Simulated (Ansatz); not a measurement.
C$_{3}$H$_{6}$Cl, charge -2, doublet, geometry from GFN2-xTB of the parent state (a state made from the parent by changing its charge; the spin is typed, not shown lowest) (a gas-phase anion, which may not be bound at this level); BLYP/cc-pVDZ in Ansatz (a first-principles code).

The Ansatz input:
Ansatz 0.2 input:
```yaml
crystal:
  periodic: [false, false, false]
  atoms:
    - {symbol: C, position_ang: [0.87874214, -0.57746196, 0.01178248]}
    - {symbol: C, position_ang: [2.36128716, -0.21090347, 0.01892378]}
    - {symbol: C, position_ang: [0.05260727, 0.70987802, 0.08469850]}
    - {symbol: H, position_ang: [0.66331677, -1.19415500, 0.89661526]}
    - {symbol: H, position_ang: [0.68416168, -1.22068093, -0.87379508]}
    - {symbol: H, position_ang: [2.99566787, -1.10167485, 0.03968092]}
    - {symbol: Cl, position_ang: [-1.73162036, 0.11908892, 0.00897987]}
    - {symbol: H, position_ang: [2.61173789, 0.36877995, -0.87023935]}
    - {symbol: H, position_ang: [2.58650261, 0.40082008, 0.89158272]}
    - {symbol: H, position_ang: [0.14033970, 1.19332350, -0.92893097]}
basis:
  gaussian:
    orbitals: cc-pVDZ
hamiltonian:
  xc: blyp
total_charge: -2
magnetization: {spin_polarized: true, initial_magnetization: 1}
```

Write the output that Ansatz gives for this input, abridged.


```
Functional definition: BLYP
1152 factors; their error is unknown
mean field evaluation 1: about -15716.6415 eV, gradient 2.5e1 eV
mean field evaluation 2: about -15708.9351 eV, gradient 4.3e1 eV
mean field evaluation 4: about -15720.1074 eV, gradient 6.5e0 eV
mean field evaluation 8: about -15720.3624 eV, gradient 1.6e-1 eV
mean field evaluation 16: about -15720.3129 eV, gradient 5.5e-4 eV
mean field -15720.31287988 eV, -577.7108427249 hartree, gradient 5.8e-5 eV, S^2 0.751065; 1 other end points of the search recorded, 0 dependent functions left out
reference -15720.31320129 eV, -577.7108545362 hartree; 22, 21 occupied and 68, 69 virtual orbitals, 1152 factors
Total energy: -15720.31320129 eV, -577.7108545362 hartree
```
